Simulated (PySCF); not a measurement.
hydrogen sulfide (H2S), SMILES S.

Geometry optimised at PBE0-D3(BJ)/def2-TZVPD.

Two levels are set side by side: TDDFT-PBE/def2-TZVPD (PySCF) and TDDFT-LC-ωPBE/def2-TZVPD (PySCF). Vertical, same geometry. The lowest singlet is HOMO→LUMO 99 % with PBE and HOMO→LUMO+4 94 % with the other functional; states are paired by order. Differences are taken from unrounded values.

| quantity | TDDFT-LC-ωPBE |
|---|---|
| lowest singlet excitation (eV) | 6.06 |
| lowest triplet excitation (TDA) (eV) | 5.48 |
| first bright state (f over 0.05) (eV) | 6.67 |
| its oscillator strength | 0.06 |

**Question.** What does TDDFT-PBE give, and how far is it from TDDFT-LC-ωPBE? (The exact figures need the calculation; the answer reports its results.)

**Answer.** 
```
quantity                               TDDFT-PBE  TDDFT-PBE minus TDDFT-LC-ωPBE
-------------------------------------  ---------  -----------------------------
lowest singlet excitation (eV)              5.79                          -0.28
lowest triplet excitation (TDA) (eV)        5.34                          -0.15
first bright state (f over 0.05) (eV)       5.79                          -0.88
its oscillator strength                     0.06                           0.00
```

Functionals without exact exchange tend to place singlet excitations lower, as here. Differences between two approximate levels are no errors against the true value.

Rough cost on one machine, each run with all the roots and properties that it gave: TDDFT-LC-ωPBE against TDDFT-PBE about 3 times.
